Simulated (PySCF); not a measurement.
Zinc-blende InP, treated with MP2 (GTH pseudopotentials, Gaussian basis, DZ basis; PySCF).

The same calculation (at the measured cell, 25.270 Å³/atom) with different numerical settings:

| run | k mesh | correlation energy (eV/atom) | total energy (eV/atom) | rough time |
|---|---|---|---|---|
| 1 | 2×2×2 | -2.1072 | -865.5373 | 100 core-s |
| 2 | 3×3×3 | -2.3246 | -866.0098 | 4 core-min |
| 3 | 4×4×4 | -2.4123 | -866.1024 | 30 core-min |

In the column total energy (eV/atom) the first row differs from the last by +0.5651 and the next to last by +0.0926.

The last row is no converged limit: other settings stay fixed.
